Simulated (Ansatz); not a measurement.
# SiH₂Cl (doublet): wave-function methods side by side at distance Cl1–H2 along a hydrogen transfer = 2.032 Å, cc-pVTZ

How much of the correlation energy of SiH₂Cl (doublet) does each wave-function method recover here?

Method: cc-pVTZ, core rule «outside noble gas», up to 10 orbitals frozen; program: Ansatz 0.2.0, Gaussian basis.

The runs, in order: UHF; CCSD(T) on ROHF; CCSD(T) on UHF; BCCD(T) on ROHF; CCSDT(Q) on ROHF; CCSDT(Q) on UHF; CASSCF and NEVPT2, 3 electrons in 3 orbitals; CASSCF and NEVPT2, 13 electrons in 10 orbitals.

**1. The geometry**

The geometry derives from fragments relaxed apart (PBE0/def2-TZVP) and kept rigid, so it is no stationary point. A hydrogen atom is moved between rigid fragments.

4 atoms, charge 0, spin multiplicity 2.

Atoms are counted from 1 here; the program's logs count them from 0.

Bond lengths: H2–Si3 1.440 Å, Si3–H4 1.532 Å. Angles: H2–Si3–H4 105.0°.

**2. UHF**

in.yaml

```yaml
crystal:
  periodic: [false, false, false]
  atoms:
    - {symbol: Cl, position_ang: [-1.578234, 0.022748, 0.000000]}
    - {symbol: H, position_ang: [0.453766, 0.022748, 0.000000]}
    - {symbol: Si, position_ang: [1.893766, 0.022748, 0.000000]}
    - {symbol: H, position_ang: [2.290201, -1.456765, 0.000000]}
basis:
  gaussian: {orbitals: cc-pVTZ}
magnetization: {spin_polarized: true, initial_magnetization: 1}
hamiltonian: {xc: hf}
output: {orbitals: {seedname: orbitals}}
```

Command:

```console
$ ansatz run in.yaml --threads 1 --pin off --events-out ev --progress --plain --max-ram 4096MiB --backend cpu
```

Further steps of the session: CCSD(T) on ROHF; CCSD(T) on UHF; BCCD(T) on ROHF; CCSDT(Q) on ROHF; CCSDT(Q) on UHF; CASSCF and NEVPT2, 3 electrons in 3 orbitals; CASSCF and NEVPT2, 13 electrons in 10 orbitals.

**Question.** What will the summary of the whole plan be? Wanted: RCCSDT(Q) below the RHF energy; RMP2 from RCCSDT(Q); UMP2 from RCCSDT(Q); RCCSD from RCCSDT(Q); RCCSD(T) from RCCSDT(Q); UCCSD(T) from RCCSDT(Q); UCCSDT(Q) from RCCSDT(Q); NEVPT2 pair from RCCSDT(Q); NEVPT2 valence from RCCSDT(Q).

The runs gave:

| quantity | value |
| --- | --- |
| RCCSDT(Q) below the RHF energy | -9.4909 eV |
| RMP2 from RCCSDT(Q) | +1700.2 meV |
| UMP2 from RCCSDT(Q) | +1910.5 meV |
| RCCSD from RCCSDT(Q) | +376.8 meV |
| RCCSD(T) from RCCSDT(Q) | +61.9 meV |
| UCCSD(T) from RCCSDT(Q) | +79.0 meV |
| UCCSDT(Q) from RCCSDT(Q) | -0.3 meV |
| NEVPT2 pair from RCCSDT(Q) | +1633.0 meV |
| NEVPT2 valence from RCCSDT(Q) | +2172.3 meV |
| levels within 1 kcal/mol (43 meV) | RCCSDT, UCCSDT, UCCSDT(Q) |
| T1 diagnostic | 0.039 |
| effectively unpaired electrons | 1.08 |

In words: RCCSD(T) misses by +61.9 meV, 0.7 % of the correlation energy. One determinant dominates. Of the multireference levels listed NEVPT2 pair comes nearest in total energy (+1633.0 meV), which doesn't show that its space is the better one. These misses are within one basis, not against nature; the frozen cores of restricted and unrestricted runs differ, which can shift their rows.
